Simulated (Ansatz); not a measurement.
Bulk modulus B0 (GPa) of solids drawn from the class of tetrahedrally bonded semiconductors and semimetals, at two levels: PBE in Ansatz (plane waves, PAW), and PBE0 in Ansatz (plane waves, PAW).

```csv
solid,PBE,PBE0,shift (%)
zinc-blende HgS (metastable phase),50.3,60.2,+19.7
zinc-blende InP,59.5,70.7,+18.8
zinc-blende InAs,48.5,59.3,+22
cubic BN,372,404,+8.6
zinc-blende BP,162,175,+8.0
zinc-blende CuCl,48.7,46.6,-4.3
zinc-blende BAs,131,147,+12.2
zinc-blende CuI,39.0,37.4,-4.1
zinc-blende GaN (metastable phase),172,200,+16.3
```

The shifts run from -4.3 % to +22 %, with a median of +12.2 %.

Of 9 rows, PBE0 is the larger in 7 and the smaller in 2.

Ansatz's runs of these crystals have no spin polarisation.

Spin–orbit coupling is left out, also for the solids with elements from indium on (zinc-blende HgS, zinc-blende InP, zinc-blende InAs, zinc-blende CuI); its size isn't shown.

Each level is taken at its own relaxed cell. Caveats: the gap of the solid is closed in this run (PBE: zinc-blende InAs). Ansatz's density-functional and Hartree–Fock values are scalar-relativistic unless marked +SOC, with PAW data made under PBE.

Ansatz is an electronic-structure program.
